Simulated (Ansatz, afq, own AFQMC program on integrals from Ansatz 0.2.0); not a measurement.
**Where AFQMC and coupled cluster stand for AlO⁺, triplet**

```xyz
2

Al    0.0000    0.0000    0.0000
O     0.0000    0.0000    1.7329
```

Basis 6-31G. Noble-gas cores (and the filled d shells of Ga–Kr and In–Xe) are frozen. AFQMC by an in-house program on the Cholesky factors that Ansatz 0.2.0 writes for its CCSD(T) run. The CISD trial takes its coefficients from CCSD amplitudes. Released means that phaseless walkers are propagated on without the constraint, phases kept. Error bars are statistical, one sigma.

Determinant: UHF, the one that the program's search chose, which needn't be the lowest solution. The geometry is a PBE0/def2-TZVP stationary point of this or a neighbouring charge and spin state.

Full CI on the same integrals is exact in this basis and with this determinant's frozen core.

Cautions: lower spins were not checked; the ph-AFQMC/CISD walk drifts between its halves (2.0 errors).

```
T1 diagnostic                               : 0.0307
weight of the determinant in the CISD state : 0.928
⟨S²⟩ of the determinant                     : 2.028
size of the correlated space                : 8 electrons in 16 orbitals
```

Reference: full CI, correlation energy -3.227 eV. The released energy is read at 2.40 1/Eh (meV from the phaseless value at times in 1/Eh: -12 ± 7 at 0.24, -12 ± 5 at 0.51, -14 ± 6 at 0.99, -13 ± 9 at 1.62, -3 ± 9 at 2.40).

| level | E − E(reference) (kcal/mol) | share of correlation (%) |
| --- | --- | --- |
| HF | 74.42 | 0.00 |
| MP2 | 10.28 | 86.18 |
| CCSD | 2.71 | 96.36 |
| CCSD(T) | 0.68 | 99.08 |
| CCSDT | 0.17 | 99.77 |
| CCSDT(Q) | -0.10 | 100.13 |
| CCSDTQ | -0.01 | 100.02 |
| ph-AFQMC/HF | 0.75 ± 0.72 | 98.99 |
| ph-AFQMC/CISD | 0.47 ± 0.17 | 99.37 |
| released AFQMC | 0.41 ± 0.22 | 99.45 |

CCSDT and higher add their correlation energy to the determinant of the CCSD(T) run, since their own runs factorise the integrals more tightly (a shift of under 2 meV). A walk keeps the symmetry of its determinant, which the program's search chose and which needn't be the lowest solution, so a lower state of the same spin and another symmetry isn't excluded. Released energies are given only where the last usable release times agree within the noise; a slower fall can still hide under it.
